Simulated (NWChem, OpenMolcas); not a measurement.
## HNC (hydrogen isocyanide): the dipole moment, rung by rung

HNC: 3 atoms, total charge 0, spin state singlet. SMILES: `[C-]#[NH+]`. The coordinates come from a PBE0-D4/def2-TZVP relaxation.

```xyz
3

C    -0.6235    0.8835   -0.2415
N     0.0314   -0.0441    0.0122
H     0.5921   -0.8395    0.2293
```

Each level gives the dipole moment (D). The values are calculated.

```
             level           kind     program  value (D)  CPU time
    HF/aug-cc-pVTZ   Hartree–Fock      NWChem       2.90      69 s
   PBE/aug-cc-pVTZ            GGA  OpenMolcas       3.12      33 s
revPBE/aug-cc-pVTZ            GGA  OpenMolcas       3.10      35 s
 M06-L/aug-cc-pVTZ       meta-GGA      NWChem       3.07      28 s
r2SCAN/aug-cc-pVTZ       meta-GGA  OpenMolcas       3.13      40 s
 B3LYP/aug-cc-pVTZ  global hybrid      NWChem       3.07      20 s
 BHLYP/aug-cc-pVTZ  global hybrid  OpenMolcas          ?      34 s
  PBE0/aug-cc-pVTZ  global hybrid      NWChem          ?      21 s
```

**Question.** Estimate the missing values from the other rows.

**Answer.** As computed at these levels: BHLYP/aug-cc-pVTZ: 3.00 D; PBE0/aug-cc-pVTZ: 3.08 D. Measured: 3.05 D (NIST CCCBDB). Nearest: M06-L/aug-cc-pVTZ (+0.02 D), B3LYP/aug-cc-pVTZ (+0.02 D); farthest: HF/aug-cc-pVTZ (-0.15 D). The measured dipole is a vibrational average, so differences of a few hundredths of a debye mean little. Computed less measured by kind, in D (aug-cc-pVTZ rows): Hartree–Fock -0.15; GGA +0.05 to +0.07; meta-GGA +0.02 to +0.08; global hybrid -0.05 to +0.03. Times are those of the runs behind each value, whatever else they computed, on shared processors of several kinds: orders of magnitude only.
